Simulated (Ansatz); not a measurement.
**C₅H₈O: small, medium and large basis sets**

The task here is to estimate one member of a computed series from the others.

Program: Ansatz 0.2.0, Gaussian basis. Level of theory: one geometry, several basis sets. These are calculated values, not measurements.

The runs, in order: PBE0-D4/def2-SVP; ωB97M-V/def2-SVP; PBE0-D4/def2-QZVPP; ωB97M-V/def2-QZVPP; the functionals' def2-TZVPP values are taken from earlier runs.

**The geometry**

All runs share one geometry, relaxed beforehand with PBE0-D4 in a triple-zeta def2 set.

SMILES `C=CCOC=C`, 14 atoms, charge 0, spin multiplicity 1.

Atoms are counted from 1 here; the program's logs count them from 0.

Bond lengths: C1–C2 1.324 Å, C1–H7 1.083 Å, C1–H8 1.086 Å, C2–C3 1.487 Å, C2–H9 1.087 Å, C3–O4 1.416 Å, C3–H10 1.100 Å, C3–H11 1.097 Å, O4–C5 1.344 Å, C5–C6 1.330 Å, C5–H12 1.085 Å, C6–H13 1.081 Å, C6–H14 1.081 Å. Angles: C2–C1–H7 121.6°, C2–C1–H8 121.4°, H7–C1–H8 117.0°, C1–C2–C3 123.8°, C1–C2–H9 120.4°, C3–C2–H9 115.7°, C2–C3–O4 108.5°, C2–C3–H10 110.5°, C2–C3–H11 111.0°, O4–C3–H10 108.8°, O4–C3–H11 110.1°, H10–C3–H11 107.8°, C3–O4–C5 116.4°, O4–C5–C6 128.2°, O4–C5–H12 110.1°, C6–C5–H12 121.7°, C5–C6–H13 123.7°, C5–C6–H14 118.6° and more.

Set-up of the first run:

Input file in.yaml:

```yaml
crystal:
  periodic: [false, false, false]
  atoms:
    - {symbol: C, position_ang: [-2.139392, -1.687219, 0.122456]}
    - {symbol: C, position_ang: [-0.824119, -1.538901, 0.138131]}
    - {symbol: C, position_ang: [-0.140587, -0.224851, 0.268258]}
    - {symbol: O, position_ang: [0.825456, -0.115858, -0.761317]}
    - {symbol: C, position_ang: [1.566948, 1.005204, -0.769840]}
    - {symbol: C, position_ang: [1.503354, 2.038964, 0.064432]}
    - {symbol: H, position_ang: [-2.599136, -2.666546, 0.063330]}
    - {symbol: H, position_ang: [-2.806169, -0.831985, 0.172835]}
    - {symbol: H, position_ang: [-0.171215, -2.405799, 0.076470]}
    - {symbol: H, position_ang: [0.367201, -0.149988, 1.240783]}
    - {symbol: H, position_ang: [-0.859893, 0.600345, 0.200257]}
    - {symbol: H, position_ang: [2.275352, 0.977725, -1.591083]}
    - {symbol: H, position_ang: [0.808608, 2.101691, 0.890455]}
    - {symbol: H, position_ang: [2.180592, 2.867821, -0.086268]}
basis:
  gaussian: {orbitals: def2-SVP}
hamiltonian: {xc: pbe0, dispersion: d4}
output: {orbitals: {seedname: orbitals}}
```

Command:

```bash
ansatz run in.yaml --threads 4 --pin off --events-out ev --progress --plain --max-ram 10444MiB
```

Steps of the session up to this table: PBE0-D4 in def2-SVP; ωB97M-V in def2-SVP; PBE0-D4 in def2-QZVPP; ωB97M-V in def2-QZVPP.

One of the session's tables, all rows but one given; the rest of the session is left out.

It belongs to the step «Functionals by basis». 

```
functional       basis  HOMO (eV)  LUMO (eV)
   PBE0-D4    def2-SVP      -6.66       0.19
   PBE0-D4  def2-TZVPP          ?          ?
   PBE0-D4  def2-QZVPP      -6.79      -0.10
   ωB97M-V    def2-SVP      -8.92       2.44
   ωB97M-V  def2-TZVPP      -9.03       2.11
   ωB97M-V  def2-QZVPP      -9.05       1.96
```

Estimate the missing values for PBE0-D4, def2-TZVPP.

As computed: HOMO (eV): -6.76; LUMO (eV): -0.03. In the column «HOMO (eV)» it lies between PBE0-D4, def2-QZVPP (-6.79) and PBE0-D4, def2-SVP (-6.66).
